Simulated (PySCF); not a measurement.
## An isoelectronic set: 13 electrons

PBE0 in PySCF with def2-TZVPPD on every atom, for the lowest determinant that a PBE0 search found; no spin–orbit coupling. All have 13 electrons, 9 of them in the valence shells, and the same state, a doublet (σ ↑). For ions De leads to the atom and ion picked by measured ionisation energies and electron affinities.

```json
{"species": "C₂⁻", "difference of nuclear charges": "0", "Re (Å)": "1.257", "ωe (cm⁻¹)": "1874", "k (mdyn/Å)": "12.4", "De (eV)": "8.38", "dissociates to": "C + C⁻"}
{"species": "CN", "difference of nuclear charges": "1", "Re (Å)": "1.160", "ωe (cm⁻¹)": "2184", "k (mdyn/Å)": "18.2", "De (eV)": "7.74", "dissociates to": "C + N"}
{"species": "BO", "difference of nuclear charges": "3", "Re (Å)": "1.201", "ωe (cm⁻¹)": "1933", "k (mdyn/Å)": "14.4", "De (eV)": "8.45", "dissociates to": "B + O"}
{"species": "BF⁺", "difference of nuclear charges": "4", "Re (Å)": "1.212", "ωe (cm⁻¹)": "1707", "k (mdyn/Å)": "12.0", "De (eV)": "5.58", "dissociates to": "B⁺ + F"}
```

Which member of the whole set has the stiffest bond, and how does it compare with the softest?

CN with k = 18.2 mdyn/Å, 1.5 times that of BF⁺.

For an ion De counts to the pair picked by the measured ionisation energies or electron affinities, which need not be the lowest pair at this level. States were picked by a PBE0 search and need not be the measured ground states.
